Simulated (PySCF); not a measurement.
Structure problem from calculated spectra and properties.

Formula: CH3ClMg.

| Quantity | Value |
| --- | --- |
| 13C NMR | chemical shifts (computed TMS as zero) by class: -24.2 (1 C) ppm [GIAO PBE0/pcSseg-1] |
| XPS | Cl2p3/2 204.8, C1s 289.6, Mg1s 1311.9, Cl1s 2827.4 eV [ΔSCF SCAN, pcX-2 on the ionised atom, pcseg-1 elsewhere, spin-free X2C, 2p3/2 from a spin–orbit splitting computed afterwards within the 2p shell] |
| NMR, other nuclei | isotropic shieldings of nuclei other than C and H, by class: 467 (1 Mg), 1045 (1 Cl) ppm [GIAO PBE0/pcSseg-1] |
| Rotational structure | rotational constants A, B, C: 158.235, 2.336, 2.336 GHz [PBE0-D3(BJ)/def2-SVP] |
| Dipole | 2.35 D [PBE0/def2-SVPD] |
| Triplet | lowest triplet excitation (Tamm–Dancoff): 4.65 eV [TDA PBE0/def2-SVPD] |
| Polarisability | 53.1 au [PBE0/def2-SVPD] |

Electronic properties: PySCF, gas phase, density fitting. Levels stand in brackets. Isolated species at its PBE0-D3(BJ)/def2-SVP geometry, gas phase. Each NMR value is the plain mean over a class of atoms that symmetry, rotation or inversion makes alike.

Q: Propose a structure and show how it fits.

A: The one carbon: carbon bonded to Mg and 3 H (-24.2 ppm). The other shieldings belong to: 467 ppm, magnesium bonded to C and Cl; 1045 ppm, chlorine bonded to Mg. The core levels belong to: Cl2p3/2 204.8 eV, chlorine bonded to Mg; C1s 289.6 eV, carbon bonded to Mg and 3 H; Mg1s 1311.9 eV, magnesium bonded to C and Cl; Cl1s 2827.4 eV, chlorine bonded to Mg. By its constants the optimised geometry is a nearly prolate symmetric top. Structure: MgMeCl, `[Mg]([Cl])[CH3]`. The assignments are read from this structure; whether some other isomer fits the data as well wasn't checked.
